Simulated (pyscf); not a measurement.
`[OH][Si]([F])([F])[F]` + `[OH][SiH3]` -> `[OH][Si]([F])([F])[O][SiH3]` + `[FH]`, a four-centre exchange (singlet surface; F–Si, H–O broken, O–Si, F–H formed). Single points on ωB97X-D3(BJ)/def2-SVP structures (PySCF, gas phase). Energies in kcal/mol from the separated reactants.

Small-basis levels: PySCF, no dispersion term, spherical d functions. GFN2-xTB: tblite. Cost: rough CPU time at the saddle relative to B3LYP/6-31G*, from one job on a shared machine.

| level | barrier | reaction energy | cost |
|---|---|---|---|
| HF/STO-3G | ___ | +3.4 | 0.05 |
| HF/6-31G* | 29.5 | +7.9 | 0.2 |
| BP86/6-31G* | 12.1 | +12.2 | 2 |
| B3LYP/3-21G | -23.4 | +6.0 | 0.9 |
| B3LYP/6-31G* | ___ | +11.6 | 1 |
| M06-2X/6-31G* | 10.5 | +8.6 | 2 |
| PBE/def2-SVP | 5.3 | +7.4 | 1 |
| B3LYP/def2-SVP | 11.1 | +6.4 | 0.8 |
| GFN2-xTB | 21.1 | +6.8 | under 0.02 |
| ωB97M-D3(BJ)/def2-TZVP | ___ | +4.6 | – |

Question: Fill in the missing entries.

Answer: 
- HF/STO-3G, barrier: 8.4
- B3LYP/6-31G*, barrier: 15.4
- ωB97M-D3(BJ)/def2-TZVP, barrier: 19.1

Against the last row the barrier runs from -42.5 (B3LYP/3-21G) to +10.4 kcal/mol (HF/6-31G*). At BP86/6-31G*, B3LYP/3-21G, PBE/def2-SVP this geometry lies under one side, so the entry may be no barrier of that level: it is a single point on another level's saddle. ωB97M-D3(BJ)/def2-TZVP has limits of its own. On the reactant side the descent ends in an adduct with a O–Si contact, 5.3 kcal/mol over the separated species and 12.3 kcal/mol under the saddle at ωB97X-D3(BJ)/def2-TZVP. On the product side the descent ends in a complex, 7.5 kcal/mol under the separated species and 22.2 kcal/mol under the saddle at ωB97X-D3(BJ)/def2-TZVP. What is counted as formed (O–Si) is already present as a longer contact in the reactant adduct; forming that adduct is a step of its own. One saddle was located; it need not be the lowest between these sides.
